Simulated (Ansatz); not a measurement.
## A ladder of methods for AlH2Cl (SMILES [H][Al]([H])[Cl])

The species is AlH2Cl (4 atoms), meant as a singlet with charge 0. As SMILES, `[H][Al]([H])[Cl]`. The shape comes from GFN2-xTB, which is rough for such elements, and wasn't checked as a minimum.

```tsv
atom	x (Å)	y (Å)	z (Å)
Al	0.0498	0.0829	-0.0022
H	1.5870	0.1095	0.0133
H	-0.6511	1.4514	-0.0195
Cl	-0.9857	-1.6439	0.0084
```

Each level gives the energy change with the Al1–Cl4 bond stretched from 2.014 to 4.027 Å (eV). The values are calculated.

```json
{"level": "SVWN5/STO-3G (restricted)", "kind": "LDA", "program": "Ansatz", "value (eV)": "5.72", "less FCI/STO-3G": "-0.20", "CPU time (all runs)": "1.4 s"}
{"level": "PBE/STO-3G (restricted)", "kind": "GGA", "program": "Ansatz", "value (eV)": "5.39", "less FCI/STO-3G": "-0.53", "CPU time (all runs)": "2 s"}
{"level": "r2SCAN/STO-3G (restricted)", "kind": "meta-GGA", "program": "Ansatz", "value (eV)": "5.67", "less FCI/STO-3G": "-0.25", "CPU time (all runs)": "5.4 s"}
{"level": "BHLYP/STO-3G (restricted)", "kind": "global hybrid", "program": "Ansatz", "value (eV)": "6.37", "less FCI/STO-3G": "+0.45", "CPU time (all runs)": "2.3 s"}
{"level": "r2SCAN0/STO-3G (restricted)", "kind": "hybrid meta-GGA", "program": "Ansatz", "value (eV)": "6.14", "less FCI/STO-3G": "+0.22", "CPU time (all runs)": "5.7 s"}
{"level": "wB97M-V/STO-3G (restricted)", "kind": "range-separated hybrid", "program": "Ansatz", "value (eV)": "6.46", "less FCI/STO-3G": "+0.54", "CPU time (all runs)": "32 s"}
{"level": "B2PLYP/STO-3G (restricted)", "kind": "double hybrid", "program": "Ansatz", "value (eV)": "5.89", "less FCI/STO-3G": "-0.03", "CPU time (all runs)": "3.1 s"}
{"level": "MP2/STO-3G (restricted)", "kind": "perturbation theory", "program": "Ansatz", "value (eV)": "6.62", "less FCI/STO-3G": "+0.70", "CPU time (all runs)": "0.27 s"}
{"level": "CCSD(T)/STO-3G (restricted)", "kind": "coupled cluster or CI", "program": "Ansatz", "value (eV)": "5.64", "less FCI/STO-3G": "-0.28", "CPU time (all runs)": "0.31 s"}
{"level": "FCI/STO-3G", "kind": "exact in the basis", "program": "Ansatz", "value (eV)": "5.92", "less FCI/STO-3G": "0.00", "CPU time (all runs)": "0.87 s"}
```

FCI/STO-3G is exact within its basis and frozen core, so for wave-function methods in that basis the difference is their error; functionals converge differently with the basis, so for them it is only a difference. The first shape isn't each level's own minimum. The values span 5.39 to 6.62 eV. All rows use very small basis sets, so even the best lies far from the true value. Times are those of the runs behind each value, whatever else they computed, on shared processors of several kinds: orders of magnitude only.
